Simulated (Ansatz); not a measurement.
# RPA@PBE/def2-TZVPPD run of AlO (oxoaluminum)

Aim: the vertical doublet–quartet gap of AlO (oxoaluminum) at RPA@PBE/def2-TZVPPD, from 2 runs. 

The calculation is run with Ansatz 0.2.0.

36 further runs of the same task are left out: 36 set aside as unsound or not needed.

## Step 1: The system as given

AlO has 2 atoms, charge 0, and is taken as a doublet. As SMILES, `[O]=[Al]`. Geometry: relaxed at PBE0-D4/def2-TZVP.

Bond lengths: O1–Al2 1.620 Å.

## Step 2: A single-point energy at RPA@PBE/def2-TZVPPD

File run.yaml:

```yaml
basis:
  gaussian: {orbitals: def2-TZVPPD.json}
crystal:
  periodic: [false, false, false]
  atoms:
    - {symbol: O, position_ang: [0.000000, -0.000000, -0.024920]}
    - {symbol: Al, position_ang: [-0.000000, 0.000000, 1.594970]}
magnetization: {spin_polarized: true, initial_magnetization: 1}
hamiltonian: {xc: pbe}
correlation: {method: rpa, frozen_orbitals: {Al: 5, O: 1}}
accuracy: high
```

The basis set def2-TZVPPD is read from a file made from the Basis Set Exchange's data (not shown).

Run with:

```console
$ ansatz run run.yaml --threads 1 --pin off --max-ram 3480MiB --events-out events.jsonl --progress --plain --runs-dir runs
```

Log:

```text
Warning: RAYON_NUM_THREADS=1 ignored (pool sized by the plan → 1); use --threads N
Functional definition: PBE
  name "PBE"
  parameter kappa = 0.804
  parameter beta = 0.06672455060314922
  exchange = pbe_x(kappa = kappa, mu = beta*pi^2/3)
  correlation = pbe_c(beta = beta)
1150 factors; integrals over basis functions are off by at most 3.3e-9 eV
mean field evaluation 1: about -8623.0484 eV, gradient 6.1e1 eV
mean field evaluation 2: about -8623.0464 eV, gradient 6.1e1 eV
mean field evaluation 4: about -8632.6399 eV, gradient 2.9e1 eV
mean field evaluation 8: about -8638.1975 eV, gradient 1.9e-1 eV
mean field evaluation 16: about -8638.1971 eV, gradient 1.4e-3 eV
mean field evaluation 32: about -8636.8854 eV, gradient 1.4e-3 eV
mean field evaluation 64: about -8576.4352 eV, gradient 5.0e1 eV
mean field -8638.19710500 eV, -317.4478884285 hartree, gradient 1.2e-8 eV, S^2 0.754616; 5 other end points of the search recorded, 0 dependent functions left out
6 core orbitals not correlated: weight in the atoms' cores, before any rotation towards them, 1.000 or more for the frozen orbitals, at most 0.000 for the correlated occupied ones
reference -8618.95730130 eV, -316.7408386838 hartree; 5, 4 occupied and 77, 78 virtual orbitals, 1150 factors
Total energy: -8632.02187111 eV, -317.2209527686 hartree
```

Run time: 11 s. Hardware: 1 thread of Arm Neoverse V1, shared host; peak memory 0.21 GiB.

## Step 3: The quartet, same level

File run.yaml:

```yaml
crystal:
  periodic: [false, false, false]
  atoms:
    - {symbol: O, position_ang: [0.000000, -0.000000, -0.024920]}
    - {symbol: Al, position_ang: [-0.000000, 0.000000, 1.594970]}
basis:
  gaussian:
    orbitals: def2-TZVPPD.json
magnetization:
  spin_polarized: true
  initial_magnetization: 3
hamiltonian:
  xc: pbe
correlation:
  method: rpa
  frozen_orbitals: {Al: 5, O: 1}
accuracy: high
```

The basis set def2-TZVPPD is read from a file made from the Basis Set Exchange's data (not shown).

Run with:

```console
$ ansatz run run.yaml --threads 1 --pin off --max-ram 3480MiB --events-out events.jsonl --progress --plain --runs-dir runs
```

Log, cut to the lines that bear on the results:

```text
Warning: RAYON_NUM_THREADS=1 ignored (pool sized by the plan → 1); use --threads N
Functional definition: PBE
  name "PBE"
[...]
1150 factors; integrals over basis functions are off by at most 3.3e-9 eV
[...]
mean field -8634.09226885 eV, -317.2970384825 hartree, gradient 1.5e-8 eV, S^2 3.752521; 10 other end points of the search recorded, 0 dependent functions left out
6 core orbitals not correlated: weight in the atoms' cores, before any rotation towards them, 1.000 or more for the frozen orbitals, at most 0.000 for the correlated occupied ones
reference -8617.51896794 eV, -316.6879809077 hartree; 6, 3 occupied and 76, 79 virtual orbitals, 1150 factors
Total energy: -8628.24639184 eV, -317.0822064646 hartree
```

Wall time 23 s (1 thread of Arm Neoverse V1, shared host); peak memory 0.21 GiB.

## Step 4: Outcome

Level: RPA@PBE/def2-TZVPPD, 6 core orbitals frozen.

```
                                        quantity          value
                           doublet: total energy  -317.22095 Eh
       doublet: RPA correlation energy (valence)     -480.1 mEh
      doublet: ⟨S²⟩ of the reference determinant          0.755
                           quartet: total energy  -317.08221 Eh
       quartet: RPA correlation energy (valence)     -394.2 mEh
      quartet: ⟨S²⟩ of the reference determinant          3.753
vertical energy of the quartet above the doublet       3.775 eV
```

In words: At this shape the quartet lies 3.78 eV (364 kJ/mol) above the doublet.
